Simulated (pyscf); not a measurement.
A first-order saddle from PySCF, ωB97X-D3(BJ)/def2-SVP:

```xyz
5

In     0.3171     0.4073     0.9553
H     -1.7936     0.5577     1.0094
S     -1.1951    -1.0303    -1.0810
H     -1.7821    -0.1375     0.0557
H     -1.2692    -2.1368    -0.3138
```
Charge 0, spin multiplicity 1.

Surface: singlet, charge 0. Lowest wavenumbers (cm⁻¹): 1185i, 203, 316, 462, 913.

Question: Name the species on either side of this saddle.

Answer: InH [singlet] + H₂S ⇌ HS–In [singlet] + H₂, a four-centre exchange read from left to right: H–In, H–S broken and In–S, H–H formed. At ωB97M-D3(BJ)/def2-TZVP it lies +11.2 kJ/mol from the left side and +127.4 kJ/mol from the right (each side as separated species at their lowest minima found). On the reactant side the descent ends in a bound adduct, 36.3 kJ/mol under the separated species and 28.0 kJ/mol under the saddle at ωB97X-D3(BJ)/def2-TZVP. At ωB97X-D3(BJ)/def2-TZVP the barrier from the zero used here is -8.3 kJ/mol. One saddle was located; it need not be the lowest between these sides. Elements past Kr carry the def2 core potentials, without spin-orbit coupling.
